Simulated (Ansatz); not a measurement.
The input, for Ansatz 0.2.0:

```yaml
crystal:
  periodic: [false, false, false]
  atoms:
    - {symbol: Al, position_ang: [0.000000, 0.000000, -0.066800]}
    - {symbol: Ga, position_ang: [0.000000, 0.000000, -2.410400]}
    - {symbol: H, position_ang: [0.000000, 0.000000, 2.477200]}
basis:
  gaussian: {orbitals: 6-31G}
magnetization: {spin_polarized: true, initial_magnetization: 3}
hamiltonian: {xc: {name: r2SCAN}}
output: {forces: true}
```

```sh
$ ansatz run in.yaml --threads 1 --pin off --events-out ev --progress --plain --max-ram 2393MiB
```

Output:

```
420 factors; integrals over basis functions are off by at most 1.6e-4 eV
mean field evaluation 1: about -58975.2820 eV, gradient 5.9e0 eV
mean field evaluation 2: about -58975.3017 eV, gradient 6.7e0 eV
mean field evaluation 4: about -58975.5348 eV, gradient 1.3e0 eV
mean field evaluation 8: about -58975.5684 eV, gradient 6.2e-2 eV
mean field evaluation 16: about -58974.1730 eV, gradient 2.8e0 eV
mean field evaluation 32: about -58975.5685 eV, gradient 4.6e-5 eV
mean field -58975.56846360 eV, -2167.3121659612 hartree, gradient 4.6e-5 eV, S^2 3.827858; 5 other end points of the search recorded, 0 dependent functions left out
the calculation of the forces begins
reference -58975.56848138 eV, -2167.3121666146 hartree; 24, 21 occupied and 20, 23 virtual orbitals, 420 factors
Total energy: -58975.56848138 eV, -2167.3121666146 hartree
Atom 0 at     0.000000     0.000000    -0.066800 Å, force     0.000000     0.000000     1.823634 eV/Å
Atom 1 at     0.000000     0.000000    -2.410400 Å, force    -0.000000    -0.000000    -0.641799 eV/Å
Atom 2 at     0.000000     0.000000     2.477200 Å, force     0.000000     0.000000    -1.181835 eV/Å
Dipole moment:     0.000000     0.000000    -0.254418 e Å
```

Forces (eV/Å):
```
Al   0.000  0.000  1.824
Ga   0.000  0.000 -0.642
H    0.000  0.000 -1.182
```

Ran on 1 thread of Intel Xeon, shared host: 18 s wall, 0.13 GiB peak host memory.
